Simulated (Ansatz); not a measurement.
# BSiH₂ (doublet): the correlation ladder, cc-pVTZ

An exercise on one series of results from a longer session: the logs are not shown, and one member is left open.

Method: cc-pVTZ, core rule «outside noble gas», up to 6 orbitals frozen; program: Ansatz 0.2.0, Gaussian basis.

To be run: UHF; CCSD(T) on ROHF; CCSD(T) on UHF; BCCD(T) on ROHF; CCSDT(Q) on ROHF; CCSDT(Q) on UHF; CASSCF and MRCISD+Q, 9 electrons in 10 orbitals; CASSCF and NEVPT2, 9 electrons in 10 orbitals.

5 further runs of the same task are left out: 5 set aside as unsound or not needed.

## What is computed

The geometry is a PBE0/def2-TZVP stationary point (not a proven minimum).

4 atoms, charge 0, spin multiplicity 2.

Atoms are counted from 1 here; the program's logs count them from 0.

Bond lengths: Si1–B2 1.844 Å, B2–H3 1.322 Å, B2–H4 1.185 Å. Angles: Si1–B2–H3 66.1°, Si1–B2–H4 177.9°, H3–B2–H4 116.0°.

The first run:

in.yaml reads:

```yaml
crystal:
  periodic: [false, false, false]
  atoms:
    - {symbol: Si, position_ang: [0.000000, -0.005322, 0.594837]}
    - {symbol: B, position_ang: [0.000000, -0.077872, -1.247918]}
    - {symbol: H, position_ang: [0.000000, 1.150544, -0.760155]}
    - {symbol: H, position_ang: [0.000000, -0.167010, -2.429569]}
basis:
  gaussian: {orbitals: cc-pVTZ}
magnetization: {spin_polarized: true, initial_magnetization: 1}
hamiltonian: {xc: hf}
output: {orbitals: {seedname: orbitals}}
```

Started as:

```console
ansatz run in.yaml --threads 1 --pin off --events-out ev --progress --plain --max-ram 2560MiB --backend cpu
```

Steps of the session up to this table: UHF; CCSD(T) on ROHF; CCSD(T) on UHF; BCCD(T) on ROHF; CCSDT(Q) on ROHF; CCSDT(Q) on UHF; CASSCF and MRCISD+Q, 9 electrons in 10 orbitals; CASSCF and NEVPT2, 9 electrons in 10 orbitals.

One of the session's tables, all rows but one given; the rest of the session is left out.

| method | from UCCSDT(Q) (kJ/mol) |
| --- | --- |
| ROHF | +625.6 |
| UHF | +617.3 |
| RMP2 | +112.8 |
| UMP2 | +115.3 |
| RCCSD | +33.2 |
| UCCSD | +32.9 |
| RCCSD(T) | +5.3 |
| UCCSD(T) | +5.4 |
| BCCD(T) | +5.2 |
| RCCSDT | +1.7 |
| UCCSDT | ? |
| RCCSDT(Q) | +0.1 |
| UCCSDT(Q) | 0 |
| CASSCF valence | +397.7 |
| NEVPT2 valence | +94.4 |
| MRCISD valence | +30.5 |
| MRCISD+Q valence | +3.7 |

Q: Estimate the row for UCCSDT from the others.

The run gave: from UCCSDT(Q) (kJ/mol): +1.6. In the column «from UCCSDT(Q) (kJ/mol)» it lies between RCCSDT(Q) (+0.1) and RCCSDT (+1.7).

Among the levels timed on like hardware and quicker than the yardstick, those that no quicker one beats, quickest first: UCCSD(T) (3.3 s, +5.4 kJ/mol); BCCD(T) (4.1 s, +5.2 kJ/mol); MRCISD+Q valence (4.9 s, +3.7 kJ/mol).

With the free atoms at the same levels and basis (separate runs), the atomisation energy is 10.717 eV at UCCSDT(Q), 10.697 eV at RCCSD(T), 10.695 eV at UCCSD(T), 8.373 eV at ROHF.

Limits of these values: Of the multireference levels listed MRCISD+Q valence comes nearest in total energy (+3.7 kJ/mol), which doesn't show that its space is the better one. Restricted and unrestricted rows rest on different reference determinants; where their highest levels disagree by more than a few hundredths of an eV, they describe different states and don't form one ladder.
